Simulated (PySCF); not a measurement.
Stretching SiC

Set-up: basis Si aug-pcseg-1, C aug-pcseg-1; no relativity; PySCF 2.14. Energies in eV from Si + C in their ground configurations at the same level. State: ³Π (triplet), unpaired electrons σ ↑, π ↑.

All columns are PBE0. A positive dipole means Si(−)C(+).

```csv
R (Å),E (eV),μ (D),Mulliken charge on Si (basis-dependent),HOMO (eV),LUMO (eV),Mayer bond order,⟨S²⟩
1.481,-3.000,-0.99,0.37,-7.38,-4.68,2.11,2.01
1.550,-3.727,-1.17,0.41,-7.14,-4.53,2.06,2.02
1.619,-4.128,-1.33,0.45,-6.93,-4.39,2.01,2.03
1.670,-4.268,-1.45,0.48,-6.78,-4.30,1.98,2.03
1.722,-4.304,-1.56,0.50,-6.63,-4.22,1.94,2.05
1.774,-4.261,-1.66,0.52,-6.50,-4.15,1.90,2.07
1.843,-4.115,-1.76,0.54,-6.34,-4.07,1.82,2.11
1.929,-3.845,-1.84,0.55,-6.19,-3.98,1.66,2.22
2.032,-3.463,-1.92,0.55,-6.08,-3.90,1.44,2.38
2.170,-2.942,-2.10,0.54,-6.04,-3.83,1.18,2.56
```

A fit through these points gives, at Re = 1.717 Å, μ = -1.55 D and dμ/dR = -2.03 D/Å; the reduced mass is 8.398 u.

Q: How strong is the fundamental in the double-harmonic approximation, I = 42.26·(dμ/dR)²/μred km/mol?

A: I = 42.26·(-2.03)²/8.398 = 20.7 km/mol at PBE0.

⟨S²⟩ of the unrestricted solution departs from its pure value on part of the curve, where spin states mix. The state is the lowest determinant that a PBE0 search found; another state may lie lower at other levels.
